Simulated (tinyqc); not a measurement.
A ladder of methods, and size consistency: correlation methods against full CI in the sto-3g basis, for LiH, spin multiplicity 1. Computed by the program tinyqc with PySCF. Command: `OMP_NUM_THREADS=1 python tinyqc.py 111610 111611 out.jsonl`; one thread of a shared host (Intel(R) Xeon(R) Processor @ 2.60GHz), about 0.9 s.

Geometry (angstrom):
```
atom       x       y       z
Li    0.0000  0.0000  0.0000
H     0.0000  0.0000  1.4540
```

RHF energy of one = -7.862674 hartree

All electrons correlated; +Q is the Davidson correction (1 - c0^2) E_corr. The last columns treat two copies 100 angstrom apart as one system. FCI is the lowest singlet.

Correlation energies (hartree):
```
method   E_corr of one  share of FCI (%)  E_corr of two at 100 angstrom  two minus twice one (mhartree)
MP2           -0.01193            64.656                       -0.02387                           0.000
CISD          -0.01845            99.938                       -0.03615                           0.747
CISD+Q        -0.01884           102.083                       -0.03756                           0.125
CCSD          -0.01845            99.952                       -0.03690                       -4.26e-05
CCSD(T)       -0.01846            99.991                       -0.03691                       -4.26e-05
FCI           -0.01846           100.000                              -                               -
```

MP2 recovers 65 %, CISD 99.9 % and CCSD 100.0 % of the FCI value (c0^2 = 0.979 in CISD). MP2 and coupled cluster are size consistent, so their last column vanishes; CISD loses 0.75 mhartree, since a double excitation on each copy is a quadruple of the pair, and the Davidson correction leaves +0.13.
